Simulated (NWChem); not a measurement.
The numbers come from NWChem runs, not from measurements. System: CHF3, charge 0, spin multiplicity 1, displaced from the optimised geometry.

The NWChem input:

```
start mol
memory heap 200 mb stack 900 mb global 1100 mb
geometry units angstroms nocenter noautoz
  F     -0.646947    -0.079666     1.106236
  C      0.026842     0.340552     0.000000
  F     -0.646947    -0.079666    -1.106236
  F      1.263187    -0.230232     0.000000
  H      0.115303     1.462773     0.000000
  symmetry group Cs
end
basis spherical
  * library def2-tzvp
end
dft
  xc xpbe96 cpbe96
  semidirect memsize 60000000 filesize 0
  iterations 100
  convergence nodiis damp 40
end
task dft gradient
```

The output up to the point where the run's verdict is printed (cleaned and shortened):

```
             Northwest Computational Chemistry Package (NWChem) 7.3.0
             --------------------------------------------------------

                                NWChem Input Module
                                -------------------

 Scaling coordinates for geometry "geometry" by  1.889725989
 (inverse scale =  0.529177249)

 Turning off AUTOSYM since
 SYMMETRY directive was detected!

                             Geometry "geometry" -> ""
                             -------------------------

 Output coordinates in angstroms (scale by  1.889725989 to convert to a.u.)

  No.       Tag          Charge          X              Y              Z
 ---- ---------------- ---------- -------------- -------------- --------------
    1 F                    9.0000    -0.64694700    -0.07966600     1.10623600
    2 C                    6.0000     0.02684200     0.34055200     0.00000000
    3 F                    9.0000    -0.64694700    -0.07966600    -1.10623600
    4 F                    9.0000     1.26318700    -0.23023200     0.00000000
    5 H                    1.0000     0.11530300     1.46277300     0.00000000

 Effective nuclear repulsion energy (a.u.)     130.8799502810

            Nuclear Dipole moment (a.u.)
            ----------------------------
        X                 Y               Z
 ---------------- ---------------- ----------------
    -0.0000151178     0.0000170075     0.0000000000

      Symmetry information
      --------------------

 Group name             Cs
 Group number              2
 Group order               2
 No. of unique centers     4

      Symmetry unique atoms

     1    2    4    5


 Summary of "ao basis" -> "" (spherical)
 ------------------------------------------------------------------------------
       Tag                 Description            Shells   Functions and Types
 ---------------- ------------------------------  ------  ---------------------
 *                         def2-tzvp                  on all atoms

  pbe96 is a nonlocal functional; adding pw91lda local functional.

                                 NWChem DFT Module
[...]
 d= 0,ls=0.0         52   -283.8826667744  3.01D+01  6.24D-01              26.9
 d= 0,ls=0.0         53   -313.9926657349 -3.01D+01  6.24D-01              27.4
 d= 0,ls=0.0         54   -283.8826674100  3.01D+01  6.24D-01              27.8
 d= 0,ls=0.0         55   -313.9926656823 -3.01D+01  6.24D-01              28.3
 d= 0,ls=0.0         56   -283.8826677095  3.01D+01  6.24D-01              28.8
 d= 0,ls=0.0         57   -313.9926656575 -3.01D+01  6.24D-01              29.2
 d= 0,ls=0.0         58   -283.8826678505  3.01D+01  6.24D-01              29.7
 d= 0,ls=0.0         59   -313.9926656458 -3.01D+01  6.24D-01              30.2
 d= 0,ls=0.0         60   -283.8826679170  3.01D+01  6.24D-01              30.7
 d= 0,ls=0.0         61   -313.9926656403 -3.01D+01  6.24D-01              31.1
 d= 0,ls=0.0         62   -283.8826679483  3.01D+01  6.24D-01              31.6
 d= 0,ls=0.0         63   -313.9926656377 -3.01D+01  6.24D-01              32.1
 d= 0,ls=0.0         64   -283.8826679631  3.01D+01  6.24D-01              32.5
 d= 0,ls=0.0         65   -313.9926656365 -3.01D+01  6.24D-01              33.0
 d= 0,ls=0.0         66   -283.8826679700  3.01D+01  6.24D-01              33.5
 d= 0,ls=0.0         67   -313.9926656359 -3.01D+01  6.24D-01              33.9
 d= 0,ls=0.0         68   -283.8826679733  3.01D+01  6.24D-01              34.4
 d= 0,ls=0.0         69   -313.9926656356 -3.01D+01  6.24D-01              34.9
 d= 0,ls=0.0         70   -283.8826679748  3.01D+01  6.24D-01              35.3
 d= 0,ls=0.0         71   -313.9926656355 -3.01D+01  6.24D-01              35.8
 d= 0,ls=0.0         72   -283.8826679756  3.01D+01  6.24D-01              36.3
 d= 0,ls=0.0         73   -313.9926656355 -3.01D+01  6.24D-01              36.7
 d= 0,ls=0.0         74   -283.8826679759  3.01D+01  6.24D-01              37.2
 d= 0,ls=0.0         75   -313.9926656354 -3.01D+01  6.24D-01              37.7
 d= 0,ls=0.0         76   -283.8826679761  3.01D+01  6.24D-01              38.2
 d= 0,ls=0.0         77   -313.9926656354 -3.01D+01  6.24D-01              38.6
 d= 0,ls=0.0         78   -283.8826679761  3.01D+01  6.24D-01              39.1
 d= 0,ls=0.0         79   -313.9926656354 -3.01D+01  6.24D-01              39.6
 d= 0,ls=0.0         80   -283.8826679762  3.01D+01  6.24D-01              40.0
 d= 0,ls=0.0         81   -313.9926656354 -3.01D+01  6.24D-01              40.5
 d= 0,ls=0.0         82   -283.8826679762  3.01D+01  6.24D-01              41.0
 d= 0,ls=0.0         83   -313.9926656354 -3.01D+01  6.24D-01              41.4
 d= 0,ls=0.0         84   -283.8826679762  3.01D+01  6.24D-01              41.9
 d= 0,ls=0.0         85   -313.9926656354 -3.01D+01  6.24D-01              42.4
 d= 0,ls=0.0         86   -283.8826679762  3.01D+01  6.24D-01              42.8
 d= 0,ls=0.0         87   -313.9926656354 -3.01D+01  6.24D-01              43.3
 d= 0,ls=0.0         88   -283.8826679762  3.01D+01  6.24D-01              43.8
 d= 0,ls=0.0         89   -313.9926656354 -3.01D+01  6.24D-01              44.2
 d= 0,ls=0.0         90   -283.8826679762  3.01D+01  6.24D-01              44.7
 d= 0,ls=0.0         91   -313.9926656354 -3.01D+01  6.24D-01              45.1
 d= 0,ls=0.0         92   -283.8826679762  3.01D+01  6.24D-01              45.6
 d= 0,ls=0.0         93   -313.9926656354 -3.01D+01  6.24D-01              46.1
 d= 0,ls=0.0         94   -283.8826679762  3.01D+01  6.24D-01              46.5
 d= 0,ls=0.0         95   -313.9926656354 -3.01D+01  6.24D-01              47.0
 d= 0,ls=0.0         96   -283.8826679762  3.01D+01  6.24D-01              47.5
 d= 0,ls=0.0         97   -313.9926656354 -3.01D+01  6.24D-01              47.9
 d= 0,ls=0.0         98   -283.8826679762  3.01D+01  6.24D-01              48.4
 d= 0,ls=0.0         99   -313.9926656354 -3.01D+01  6.24D-01              48.9
 d= 0,ls=0.0        100   -283.8826679762  3.01D+01  6.24D-01              49.3
```

Convergence was not reached. The next line reads: Calculation failed to converge. NWChem stopped with the message: dft gradient failed.
